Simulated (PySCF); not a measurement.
Coordinates in bohr (charge 0 multiplicity 1):
```
Mg    0.0000    0.0000    0.0000
F     3.2998    0.0000    0.0000
F    -3.2998    0.0000    0.0000
```

All numbers come from PBE0/[Mg def2-TZVP, F def2-TZVP], no relativity, density fitting, PySCF.

This geometry of MgF₂ is a stationary point at this level.

(1) What is the point group?

(2) Is it a minimum?

(3) List the harmonic modes with their infrared intensities.

(4) Give the atomic charges and bond orders.

Results:

(1) D∞h.

(2) Yes: all harmonic wavenumbers are real.

(3) 
| symmetry | ω (cm⁻¹) | IR (km/mol, summed over degenerate members) | type |
| --- | --- | --- | --- |
| πu | 157 | 273 | bend |
| σg+ | 564 | 0.0 | stretch |
| σu+ | 882 | 156 | stretch |

(4) 
```tsv
atom	Mulliken	Löwdin	polar tensor	Mayer order to Mg1
Mg1	1.15	0.74	1.47	–
F2,3	-0.57	-0.37	-0.73	0.77
```
